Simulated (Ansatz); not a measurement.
## Ge₃P₂: from a trial structure to a relaxed crystal

All numbers below come from DFT PBE, scalar-relativistic, plane waves, PAW (Ansatz 0.2.0). Cutoff 420 eV, Γ-centred k mesh, Gaussian smearing, no spin polarisation in the final step.

The start puts Ge₃P₂ on the sites of a reported Ga3Ni2 cell (P-3m1, No. 164), with P in place of Ni, Ge in place of Ga, at a guessed volume.

```
CELL_PARAMETERS angstrom
4.31829 0.00000 0.00000
-2.15914 3.73975 0.00000
0.00000 0.00000 5.21393
ATOMIC_POSITIONS crystal
Ge 0.00000 0.00000 0.00000
Ge 0.33333 0.66667 0.62500
Ge 0.66667 0.33333 0.37500
P 0.33333 0.66667 0.13800
P 0.66667 0.33333 0.86200
```

Cell and atoms relax at zero pressure; the relaxation can't lower the symmetry of the start. After a coarse first stage the cell is made exact in the group found at 0.06 Å.

Energies over the elements count from the elements' standard structures at the same level, with no empirical corrections.

(1) Which crystal results?

(2) What are its volume, energy, density and gap?

Results:

(1) It keeps P-3m1 (No. 164). The result has the A-type sesquioxide structure. Conventional cell: a = 4.516 Å, c = 5.493 Å. Around Ge on Wyckoff site a (1 atom of the primitive cell) lie 6 P at 2.91 Å and 6 Ge at 3.07 Å; Ge on Wyckoff site d (2 atoms of the primitive cell) has 4 P at 2.59–2.63 Å, 1 P at 2.90 Å and 3 Ge at 3.07 Å; around P lie 4 Ge at 2.59–2.63 Å and 4 Ge at 2.90–2.91 Å.

```cif
data_structure
_symmetry_space_group_name_H-M 'P-3m1'
_symmetry_Int_Tables_number 164
_cell_length_a 4.5159
_cell_length_b 4.5159
_cell_length_c 5.4931
_cell_angle_alpha 90.000
_cell_angle_beta 90.000
_cell_angle_gamma 120.000
_cell_volume 97.01
loop_
_atom_site_label
_atom_site_type_symbol
_atom_site_symmetry_multiplicity
_atom_site_Wyckoff_symbol
_atom_site_fract_x
_atom_site_fract_y
_atom_site_fract_z
_atom_site_occupancy
Ge1 Ge 1 a 0.00000 0.00000 0.00000 1
Ge2 Ge 2 d 0.33333 0.66667 0.70458 1
P1 P 2 d 0.33333 0.66667 0.23339 1
```

(2) The volume per atom is 19.40 Å³. The density is 4.79 g/cm³ and the energy over the elements is 0.29 eV/atom. The gap on the 12×12×8 mesh is 0 eV (a metal).

The final run used a 12×12×8 mesh on its 5-atom cell and 0.10 eV smearing. The k mesh leaves about 4 meV/atom of noise in metals. A structure relaxed within its symmetry needn't be a true minimum. The steps took of the order of 3 core-minutes in all.